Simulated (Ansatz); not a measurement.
**[H···H···F], doublet: the ladder up to full CI**

Geometry: a point of a hydrogen-transfer path between rigid fragments, not a stationary point.

```xyz
3

H     0.0000    0.0000   -0.9187
H     0.0000    0.0000   -0.0637
F     0.0000    0.0000    0.9823
```

Basis 6-31G; Ansatz 0.2.0. Only valence electrons are correlated (noble-gas cores frozen), which leaves 9 electrons in 12 orbitals. R marks a restricted (for open shells ROHF) determinant, U an unrestricted one. Active spaces: pair = (3e, 3o) about the gap; valence = (9e, 6o) chosen from the atoms' valence shells.

Full CI is exact within this basis and frozen core; it isn't the basis-set limit. The frozen core follows each run's orbitals, which can shift R against U totals by a few meV.

For open shells CISD and CISDTQ are restricted-active-space CI with the open shells as a complete middle space.

- UHF ⟨S²⟩: 0.779
- T1 diagnostic (RCCSD): 0.0192
- largest doubles amplitude (RCCSD): 0.064
- T1 diagnostic (UCCSD): 0.0146

```json
{"level": "RHF", "E − E(full CI) (mEh)": "148.21", "share of correlation (%)": "0.00", "wall time": "–"}
{"level": "UHF", "E − E(full CI) (mEh)": "137.29", "share of correlation (%)": "7.37", "wall time": "–"}
{"level": "RMP2", "E − E(full CI) (mEh)": "5.14", "share of correlation (%)": "96.53", "wall time": "–"}
{"level": "UMP2", "E − E(full CI) (mEh)": "9.64", "share of correlation (%)": "93.50", "wall time": "–"}
{"level": "CISD", "E − E(full CI) (mEh)": "7.01", "share of correlation (%)": "95.27", "wall time": "0.12 s"}
{"level": "RCCSD", "E − E(full CI) (mEh)": "1.70", "share of correlation (%)": "98.85", "wall time": "–"}
{"level": "UCCSD", "E − E(full CI) (mEh)": "1.43", "share of correlation (%)": "99.04", "wall time": "–"}
{"level": "RCCSD(T)", "E − E(full CI) (mEh)": "0.57", "share of correlation (%)": "99.61", "wall time": "0.21 s"}
{"level": "UCCSD(T)", "E − E(full CI) (mEh)": "0.48", "share of correlation (%)": "99.68", "wall time": "0.21 s"}
{"level": "BCCD(T)", "E − E(full CI) (mEh)": "0.50", "share of correlation (%)": "99.66", "wall time": "0.27 s"}
{"level": "RCCSDT", "E − E(full CI) (mEh)": "0.40", "share of correlation (%)": "99.73", "wall time": "–"}
{"level": "UCCSDT", "E − E(full CI) (mEh)": "0.37", "share of correlation (%)": "99.75", "wall time": "–"}
{"level": "CISDTQ", "E − E(full CI) (mEh)": "0.16", "share of correlation (%)": "99.89", "wall time": "0.57 s"}
{"level": "RCCSDT(Q)", "E − E(full CI) (mEh)": "-0.02", "share of correlation (%)": "100.01", "wall time": "1.6 s"}
{"level": "UCCSDT(Q)", "E − E(full CI) (mEh)": "-0.01", "share of correlation (%)": "100.00", "wall time": "1.4 s"}
{"level": "RCCSDTQ", "E − E(full CI) (mEh)": "0.01", "share of correlation (%)": "99.99", "wall time": "11 s"}
{"level": "UCCSDTQ", "E − E(full CI) (mEh)": "0.01", "share of correlation (%)": "99.99", "wall time": "11 s"}
{"level": "CASSCF (pair space)", "E − E(full CI) (mEh)": "113.36", "share of correlation (%)": "23.52", "wall time": "–"}
{"level": "NEVPT2 (pair space)", "E − E(full CI) (mEh)": "3.12", "share of correlation (%)": "97.90", "wall time": "0.12 s"}
{"level": "MRCISD (pair space)", "E − E(full CI) (mEh)": "5.06", "share of correlation (%)": "96.59", "wall time": "–"}
{"level": "MRCISD+Q (pair space)", "E − E(full CI) (mEh)": "2.10", "share of correlation (%)": "98.59", "wall time": "0.18 s"}
{"level": "CASSCF (valence space)", "E − E(full CI) (mEh)": "111.11", "share of correlation (%)": "25.03", "wall time": "–"}
{"level": "NEVPT2 (valence space)", "E − E(full CI) (mEh)": "14.40", "share of correlation (%)": "90.29", "wall time": "0.09 s"}
{"level": "MRCISD (valence space)", "E − E(full CI) (mEh)": "4.82", "share of correlation (%)": "96.75", "wall time": "–"}
{"level": "MRCISD+Q (valence space)", "E − E(full CI) (mEh)": "2.00", "share of correlation (%)": "98.65", "wall time": "0.3 s"}
```

The correlation energy at full CI, counted from RHF, is -4.033 eV. That run took 0.81 s on 1 thread of Intel Xeon 6975P-C, shared host over 97,616 determinants.

Times hold each run's SCF and search for its determinant on a shared host, so for small cases they say little of a method's own cost; they ran on 1 thread of Intel Xeon 6975P-C.

The full-CI state has the irrep A1 of C2v, in the program's axes (one component, if the state is degenerate).

Natural occupations of full CI about the gap: 1.991 1.984 1.984 1.963 1.002 0.029 0.015 0.015 0.009 0.003; effectively unpaired electrons, Σ n²(2−n)², 1.01.
